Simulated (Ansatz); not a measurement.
`F/C=C(\F)CF` at its PBE0-D4/def2-TZVP geometry, where that method's forces vanish. Charge 0, multiplicity 1.

```json
{"atom": "F1", "x (Å)": "-1.1156", "y (Å)": "2.0772", "z (Å)": "-0.9990"}
{"atom": "C2", "x (Å)": "-0.5648", "y (Å)": "0.8711", "z (Å)": "-0.8815"}
{"atom": "C3", "x (Å)": "-0.1236", "y (Å)": "0.4162", "z (Å)": "0.2776"}
{"atom": "F4", "x (Å)": "-0.2066", "y (Å)": "1.1421", "z (Å)": "1.3960"}
{"atom": "C5", "x (Å)": "0.5055", "y (Å)": "-0.9126", "z (Å)": "0.5120"}
{"atom": "F6", "x (Å)": "0.5703", "y (Å)": "-1.6278", "z (Å)": "-0.6569"}
{"atom": "H7", "x (Å)": "-0.5052", "y (Å)": "0.2987", "z (Å)": "-1.7956"}
{"atom": "H8", "x (Å)": "1.5203", "y (Å)": "-0.7836", "z (Å)": "0.9046"}
{"atom": "H9", "x (Å)": "-0.0803", "y (Å)": "-1.4814", "z (Å)": "1.2428"}
```

(1) For each bond, give half the difference of the two atoms' forces along it (eV/Å; positive pushes the atoms apart) under PBE-D4, r2SCAN-D4, B3LYP-D4, ωB97M-V in def2-TZVPP. (An estimate is asked.)

## Answers

(1) The calculation gave: 
| bond | length (Å) | PBE-D4 | r2SCAN-D4 | B3LYP-D4 | ωB97M-V |
| --- | --- | --- | --- | --- | --- |
| F1–C2 | 1.331 | 0.46 | 0.29 | 0.40 | 0.39 |
| C2–C3 | 1.321 | 0.29 | 0.07 | -0.15 | -0.32 |
| C2–H7 | 1.080 | -0.11 | -0.18 | -0.19 | -0.15 |
| C3–F4 | 1.336 | 0.48 | 0.29 | 0.39 | 0.32 |
| C3–C5 | 1.489 | -0.31 | -0.15 | -0.02 | 0.14 |
| C5–F6 | 1.372 | 0.53 | 0.34 | 0.42 | 0.29 |
| C5–H8 | 1.096 | 0.09 | -0.06 | -0.14 | -0.18 |
| C5–H9 | 1.096 | 0.09 | -0.06 | -0.14 | -0.19 |

B3LYP here is the variant with VWN-RPA as its local correlation; programs differ in this.

All numbers were calculated with Ansatz.
